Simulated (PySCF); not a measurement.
First SCF of a structure search on doublet Al3, at a hand-made equilateral triangle geometry. PySCF input:

```python
from pyscf import gto, scf, dft
mol = gto.M(atom='''
Al     0.727470    -1.260010     0.000000
Al    -1.454930     0.000000     0.000000
Al     0.727460     1.260000     0.000000''',
    basis={'Al': 'def2-TZVP'},
    charge=0, spin=1)
mf = dft.UKS(mol, xc='PBE0')
mf.grids.atom_grid = (50, 194)
aux = {'Al': 'def2-universal-JKFIT'}
mf = mf.density_fit(auxbasis=aux)
mf.conv_tol = 1e-08
mf.diis_space = 10
mf.max_cycle = 60
mf.init_guess = 'minao'
mf.verbose = 4
mf.kernel()
```

Excerpt of the output (cycles alone):

```
init E= -727.088592826202
cycle= 1 E= -726.871276618529  delta_E= 0.217  |g|= 0.154  |ddm|= 1.16
cycle= 2 E= -726.873948926233  delta_E= -0.00267  |g|= 0.127  |ddm|= 0.323
cycle= 3 E= -726.887869649323  delta_E= -0.0139  |g|= 0.0238  |ddm|= 0.186
cycle= 4 E= -726.888466379427  delta_E= -0.000597  |g|= 0.00666  |ddm|= 0.0399
cycle= 5 E= -726.888714804297  delta_E= -0.000248  |g|= 0.00323  |ddm|= 0.0334
cycle= 6 E= -726.888813368558  delta_E= -9.86e-05  |g|= 0.00106  |ddm|= 0.0289
cycle= 7 E= -726.888823674532  delta_E= -1.03e-05  |g|= 0.000138  |ddm|= 0.0117
cycle= 8 E= -726.888823677688  delta_E= -3.16e-09  |g|= 0.000212  |ddm|= 0.000768
cycle= 9 E= -726.888823733043  delta_E= -5.54e-08  |g|= 1.49e-05  |ddm|= 0.000353
cycle= 10 E= -726.888823733489  delta_E= -4.45e-10  |g|= 2.23e-06  |ddm|= 4.01e-05
Extra cycle  E= -726.888823733504  delta_E= -1.5e-11  |g|= 9.17e-07  |ddm|= 5.68e-06
converged SCF energy = -726.888823733504  <S^2> = 0.80514849  2S+1 = 2.0544084
```

No lower solution of this spin was found from smeared starts or by a stability analysis within the unrestricted form.

The search for the lowest solution, 3 starts and the stability check together, took 8 s on 4 threads of a shared Intel Xeon 6975P-C (Granite Rapids) host, with 111 basis functions; the process peaked at 0.43 GiB. Launch command: `OMP_NUM_THREADS=4 python axn.py task.json out`.
